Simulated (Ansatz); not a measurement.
System: fcc Ca. Method: PBE0-D3(BJ) in Ansatz (plane waves, PAW).

The input as run:

Ansatz 0.2 input:
```yaml
crystal:
  lattice:
    - [0.0, 2.7331439031, 2.7331439031]
    - [2.7331439031, 0.0, 2.7331439031]
    - [2.7331439031, 2.7331439031, 0.0]
  atoms:
    - { symbol: Ca, position: [0.0, 0.0, 0.0] }
basis:
  ecutwfc: 460
  ecutrho_ratio: 4
  xc_grid: 2
kpoints:
  mp_grid: { grid: [10, 10, 10] }
hamiltonian:
  xc: pbe0
  dispersion: d3bj
  pseudopotentials: { kind: paw }
scf:
  occupations: { method: fermi_dirac, width: 0.05 }
  convergence: { dr2_threshold: 0.0000000001 }
output:
  forces: false
  stress: true
  eigenvalues: true
```

Output (set-up and result lines):

```
WARN output.stress: scf.exx.energy_threshold = 1e-6 eV is looser than the 1e-8 eV advised for a stress under a hybrid functional (1e-8 eV for each atom of the …
Crystal: 1 atoms, lattice volume = 40.834 Å³
Basis set: ecut = 460 eV, 941 PW (Γ), exchange–correlation on 60×60×60 points (8 copies of the dense FFT grid, shifted against one another)
Bands: 9, of which v1, the nominal top of the filled ones, is band 5 counted from 1 (4 counted from 0)
Symmetry: 48 space group operations
Space group: Fm-3m (ITA 225), of the structure as read, at distance tolerance 3.4e-5 Å
k-points: 47 of 1000
Functional: x = pbe(κ = 0.804, μ = 0.2195149727645171), c = pbe(β = 0.06672455060314922), warm-up for x = 0.75 pbe(κ = 0.804, μ = 0.2195149727645171) + 0.25 exact, c = pbe(β = 0.06672455060314922)
SCF iter   1: F=—  HF=-1817.136900 eV  |F-HF|=—  |Δ(HF+E_count)|=         —  Δρ=1.03e-3  dr2=5.20e-4
SCF iter   2: F=—  HF=-1817.137161 eV  |F-HF|=—  |Δ(HF+E_count)|=   2.62e-4  Δρ=6.34e-4  dr2=2.34e-4
  ...
SCF 1 converged in 7 iterations: F = -1817.137194 eV  dr2 = 1.62e-11
Crystal: 1 atoms, lattice volume = 40.834 Å³
Initial density: handed on by an earlier stage of this run
Functional: x = 0.75 pbe(κ = 0.804, μ = 0.2195149727645171) + 0.25 exact, c = pbe(β = 0.06672455060314922)
SCF 2 converged in 6 iterations: F = -1818.087955 eV  dr2 = 6.03e-12
Crystal: 1 atoms, lattice volume = 40.834 Å³
SCF 3 converged in 5 iterations: F = -1818.100878 eV  dr2 = 9.54e-11
Crystal: 1 atoms, lattice volume = 40.834 Å³
Crystal: 1 atoms, lattice volume = 40.834 Å³
SCF 5 converged in 9 iterations: F = -1818.102171 eV  dr2 = 3.77e-12
Crystal: 1 atoms, lattice volume = 40.834 Å³
SCF iter   1: F=—  HF=-1818.102171 eV  |F-HF|=—  |Δ(HF+E_count)|=         —  Δρ=3.55e-7  dr2=3.94e-11
SCF iter   2: F=-1818.102171 eV  HF=-1818.102171 eV  |F-HF|=3.64e-12  |Δ(HF+E_count)|=  2.05e-12  Δρ=1.38e-7  dr2=6.43e-12
SCF 6 converged in 2 iterations: F = -1818.102171 eV  dr2 = 6.43e-12
Free energy (F): -1818.102171 eV
Internal energy: -1818.100124 eV  (E = F + TS)
E sigma→0 (E₀):  -1818.101148 eV
Fermi energy:    5.270077 eV
--- Stress (GPa, compression-positive) ---
        0.211306      -0.000000      -0.000000
       -0.000000       0.211306       0.000000
       -0.000000       0.000000       0.211306
  P = ⅓ Tr σ = 0.2113 GPa (2.113 kbar)
```

The cell is one volume of an energy–volume scan, off the minimum.

The PAW data were made under PBE.

Note: the run warned that the count of filled bands differs between k points.

Ansatz is an electronic-structure program.
